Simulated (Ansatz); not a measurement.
## Ansatz (development build ahead of 0.2.0) run

```yaml
crystal:
  periodic: [false, false, false]
  atoms:
    - { symbol: Si, position_ang: [0.0, 0.0, -0.11093] }
    - { symbol: H, position_ang: [0.0, 0.0, 1.55298] }
basis:
  gaussian: { orbitals: cc-pVTZ }
magnetization:
  spin_polarized: true
  initial_magnetization: 1
hamiltonian:
  xc: hf
```

The input is written out in the form of the current development build from the run's settings.

The run gave:

```yaml
Converged: yes
Total_energy: -289.43383 hartree
Spin_squared_of_the_determinant: 0.772
```
